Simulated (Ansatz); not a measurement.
**HB–BH, singlet: reading a ladder of total energies**

Geometry: a point of a stretch scan, not a stationary point.

```
atom   x (Å)   y (Å)    z (Å)
   B  0.0000  0.0000   1.4085
   B  0.0000  0.0000  -1.4085
   H  0.0000  0.0000   2.5842
   H  0.0000  0.0000  -2.5842
```

Basis cc-pVDZ; Ansatz 0.2.0. Correlated methods freeze the noble-gas cores, which leaves 8 electrons in 36 orbitals. Prefix R: restricted or restricted open-shell reference.

Full CI is exact within this basis and frozen core; it isn't the basis-set limit.

Runs differ by some tens of microhartree through their thresholds, so steps under 0.03 kcal/mol mean nothing.

| level | total energy (hartree) |
| --- | --- |
| RHF | -50.198416 |
| RMP2 | -50.327603 |
| RCCSD | -50.389243 |
| RCCSD(T) | -50.393807 |
| RCCSDT | -50.395898 |
| RCCSDT(Q) | -50.395952 |
| RCCSDTQ | -50.395898 |
| full CI | -50.395888 |

Problem. What is the correlation energy at full CI, and what share of it do RMP2 and RCCSD recover?

Solution. E(corr) = -50.395888 − (-50.198416) = -0.197472 hartree = -5.373 eV. RMP2: -0.129187 / -0.197472 = 65.42 %. RCCSD: -0.190827 / -0.197472 = 96.63 %.

Problem. By how many kcal/mol does RCCSD(T) miss full CI (1 hartree = 627.509 kcal/mol), and which steps make up the rest?

Solution. -50.393807 − (-50.395888) = 0.002081 hartree = 1.31 kcal/mol. Steps: RCCSDT − RCCSD(T) = -1.31, RCCSDT(Q) − RCCSDT = -0.03, RCCSDTQ − RCCSDT(Q) = 0.03, full CI − RCCSDTQ = 0.01 kcal/mol. With more than one leading determinant such errors change with state and geometry, and needn't cancel in differences.
